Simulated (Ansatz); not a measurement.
AlClHS, SMILES [SH][Al][Cl], a composite energy at a relaxed geometry

Program: the Ansatz DFT code, driven from Python.

Interactive session:
```pycon
>>> import itertools
>>> import ansatz
>>> from ase.data import atomic_numbers, covalent_radii
>>> import numpy as np
>>> GEOMETRY = """
... S     0.05430    1.11750   -0.96130
... Al   -0.82630   -0.67290    0.07300
... Cl    0.49640   -2.32550    0.62080
... H     0.33110    1.82060    0.24730
... """
>>> mol = ansatz.Crystal.molecule()
>>> for line in GEOMETRY.strip().splitlines():
...     symbol, *xyz = line.split()
...     mol = mol.atom(symbol, [float(v) for v in xyz])
...
>>> job = (
...     mol.calculation()
...     .basis(gaussian="def2-SVP")
...     .functional("pbe0", dispersion="d4")
...     .spin("collinear", total=1)
...     .scf(lower_state_search="off")
... )
>>> symbols = [site.symbol for site in mol.cartesian_sites]
>>> start = np.array([site.position_ang for site in mol.cartesian_sites], dtype=float)
>>> report = job.relax(force_tolerance=0.01, max_steps=100).run().report
>>> end = np.array(report["positions_ang"])
>>> # pairs closer than 1.2 times the sum of covalent radii, before or after
>>> radius = [covalent_radii[atomic_numbers[s]] for s in symbols]
>>> span = lambda where, i, j: np.linalg.norm(where[i] - where[j])
>>> bonded = [(i, j) for i, j in itertools.combinations(range(len(symbols)), 2) if min(span(start, i, j), span(end, i, j)) < 1.2 * (radius[i] + radius[j])]
>>> print("pair        before    after (A)")
pair        before    after (A)
>>> for i, j in bonded:
...     print(f"{symbols[i]}{i}-{symbols[j]}{j}".ljust(10), f"{span(start, i, j):8.4f} {span(end, i, j):8.4f}")
...
S0-Al1       2.2474   2.2003
S0-H3        1.4254   1.3523
Al1-Cl2      2.1865   2.1151
>>> minimum = ansatz.Crystal.molecule()
>>> for symbol, place in zip(symbols, end):
...     minimum = minimum.atom(symbol, place.tolist())
...
>>> at_minimum = minimum.calculation().spin("collinear", total=1)
>>> # MP2 extrapolated to the basis limit, plus the small-basis difference CCSD(T) - MP2
>>> level = lambda method, basis: at_minimum.basis(gaussian=basis).correlation(method).run().report
>>> small, large, cluster = level("mp2", "cc-pVDZ"), level("mp2", "cc-pVTZ"), level("ccsd_t", "cc-pVDZ")
>>> corr = lambda each: (each["free_energy_ev"] - each["reference_energy_ev"]) / 27.211386246
>>> mp2_limit = (27 * corr(large) - 8 * corr(small)) / 19
>>> pieces = {"HF / cc-pVTZ": large["reference_energy_ev"] / 27.211386246, "MP2 correlation, DZ-TZ limit": mp2_limit, "CCSD(T) - MP2 / cc-pVDZ": corr(cluster) - corr(small)}
>>> for name, value in pieces.items():
...     print(f"{name:32s} {value:14.6f} Ha")
...
HF / cc-pVTZ                       -1099.676731 Ha
MP2 correlation, DZ-TZ limit          -0.459167 Ha
CCSD(T) - MP2 / cc-pVDZ               -0.041354 Ha
>>> print(f"{'sum':32s} {sum(pieces.values()):14.6f} Ha")
sum                                -1100.177251 Ha
>>> print("T1 diagnostic", round(cluster["correlation"]["coupled_cluster"]["t1_diagnostic"], 4))
T1 diagnostic 0.0148
```

Reading the output:
- The settings weren't tested for convergence.
- The sum leaves out core correlation, relativity, the Hartree-Fock basis error and zero-point energy; a DZ-TZ extrapolation is rough.
- The run takes the species as open-shell (spin multiplicity 2), which needn't be its ground state.
- Inner cores stay frozen, so this is valence correlation.
- For Al to Cl the sets with a tight d function, cc-pV(X+d)Z, are usual.
- An extrapolation from small basis sets is rough.
- Finished in 35 s on 1 thread of Arm Neoverse V1 (shared host), peak memory 0.29 GiB.
